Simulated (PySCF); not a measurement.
Molfile (atoms numbered from 1):
```
CH8Si2
     RDKit          3D

 11 10  0  0  0  0  0  0  0  0999 V2000
    1.4420    0.7135    0.0102 Si  0  0  0  0  0  4  0  0  0  0  0  0
    0.2314   -0.7204   -0.1343 C   0  0  0  0  0  0  0  0  0  0  0  0
   -1.5837   -0.2630    0.0623 Si  0  0  0  0  0  4  0  0  0  0  0  0
    2.8500    0.2439   -0.1746 H   0  0  0  0  0  0  0  0  0  0  0  0
    1.1476    1.7479   -1.0291 H   0  0  0  0  0  0  0  0  0  0  0  0
    1.3291    1.3539    1.3568 H   0  0  0  0  0  0  0  0  0  0  0  0
    0.4896   -1.4780    0.6257 H   0  0  0  0  0  0  0  0  0  0  0  0
    0.3684   -1.1982   -1.1198 H   0  0  0  0  0  0  0  0  0  0  0  0
   -1.9861    0.7232   -0.9875 H   0  0  0  0  0  0  0  0  0  0  0  0
   -1.8220    0.3541    1.4035 H   0  0  0  0  0  0  0  0  0  0  0  0
   -2.4554   -1.4717   -0.0651 H   0  0  0  0  0  0  0  0  0  0  0  0
  1  2  1  0
  2  3  1  0
  1  4  1  0
  1  5  1  0
  1  6  1  0
  2  7  1  0
  2  8  1  0
  3  9  1  0
  3 10  1  0
  3 11  1  0
M  END
```

Geometry: PBE0-D3(BJ)/def2-SVP; GIAO absolute shieldings from PySCF, gas phase, non-relativistic, averaged over equivalent atoms.

At PBE0/pcSseg-1 (105 basis functions, 7.2 s wall time on 1 thread of an Arm Neoverse V2, shared host):
```
              atoms  σ (ppm)
            Si1/Si3    417.7
                 C2    201.2
H4/H5/H6/H9/H10/H11    27.27
              H7/H8    31.49
```

**Question.** Predict the values at wB97X-D/pcSseg-2 on the same geometry.

**Answer.** 
```json
{"atoms": "Si1/Si3", "σ at wB97X-D/pcSseg-2": "407.2", "change": "-10.5"}
{"atoms": "C2", "σ at wB97X-D/pcSseg-2": "200.5", "change": "-0.7"}
{"atoms": "H4/H5/H6/H9/H10/H11", "σ at wB97X-D/pcSseg-2": "27.35", "change": "+0.08"}
{"atoms": "H7/H8", "σ at wB97X-D/pcSseg-2": "31.51", "change": "+0.02"}
```

The largest change is at Si1/Si3 (silicon bonded to C, 3 H). Cost: 234 basis functions, 30 s wall time on 1 thread of an Arm Neoverse V2, shared host.
